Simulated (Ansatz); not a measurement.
# Beryllium, hcp: convergence with Fermi-Dirac smearing

Computed with Ansatz, PBE, scalar-relativistic PAW, on the relaxed cell (a = 2.266 Å, c = 3.559 Å (c/a = 1.571); spin not included). Errors count from a run at 420 eV on a Γ-centred 26×26×15 mesh with Fermi-Dirac smearing of 0.1 eV, extrapolated to zero width. Fixed here: cutoff 420 eV, mesh 16×16×9. The SCF starts from atomic densities corrected by a trained network.

```tsv
width (eV)	E(σ→0) error (meV/atom)	F error (meV/atom)	P (GPa)	SCF iterations
0.01	-1.1	-1.1	0.01	6
0.03	-1.1	-1.2	0.00	6
0.2	-0.6	-4.7	0.03	6
0.3	1.7	-10.7	0.19	6
0.6	21.1	-63.2	1.78	6
1.0	63.1	-239.7	6.09	6
```

Question: What does the run at 0.1 give (width)?

Answer: E(σ→0) error (meV/atom): -1.2; F error (meV/atom): -2.0; P (GPa): 0.00; SCF iterations: 6.
